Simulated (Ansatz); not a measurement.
Input file:

```yaml
crystal:
  periodic: [false, false, false]
  atoms:
    - {symbol: Ge, position_ang: [-0.056814, -0.905541, 0.000000]}
    - {symbol: Br, position_ang: [0.018054, 0.422813, -1.886547]}
    - {symbol: Br, position_ang: [0.018054, 0.422813, 1.886547]}
    - {symbol: H, position_ang: [1.231984, -1.776227, 0.000000]}
basis:
  gaussian: {orbitals: cc-pVDZ}
total_charge: 1
correlation: {method: sc_nevpt2, electrons: outside_noble_gas, active_space: {window: {electrons: 18, orbitals: 13}, shells: [{species: Br, l: s, shell: 4}, {species: Br, l: p, shell: 4}, {species: Ge, l: s, shell: 4}, {species: Ge, l: p, shell: 4}, {species: H, l: s, shell: 1}]}}
```

```sh
$ ansatz run in.yaml --threads 2 --pin off --events-out ev --progress --plain --max-ram 15360MiB --backend cuda --devices 0, --max-vram 18GiB
```

Output:

```
1709 factors; integrals over basis functions are off by at most 2.1e-7 eV
mean field evaluation 1: about -196475.1787 eV, gradient 2.5e1 eV
mean field evaluation 2: about -196475.1843 eV, gradient 2.5e1 eV
mean field evaluation 4: about -196477.6804 eV, gradient 1.9e0 eV
mean field evaluation 8: about -196477.7176 eV, gradient 3.3e-3 eV
mean field -196477.71763773 eV, -7220.4229458063 hartree, gradient 5.7e-6 eV, S^2 0.000000; 0 other end points of the search recorded, 0 dependent functions left out
reference -196477.71763773 eV, -7220.4229458063 hartree; 51, 51 occupied and 35, 35 virtual orbitals, 1709 factors
state -196479.90235782 eV, -7220.5032327887 hartree
state -196479.90235782 eV, -7220.5032327887 hartree; corrected -196485.81739731 eV, -7220.7206064806 hartree
Total energy: -196485.81739731 eV, -7220.7206064806 hartree
Checks for a lower state left out: starts, orbital_swaps
```

For the same geometry and basis RCCSDT(Q) lies 1569.7 meV lower.

Ran on 2 threads of AMD EPYC 7R13 with a shared H100 80 GB, shared host: 20 s wall, 0.85 GiB peak host memory.
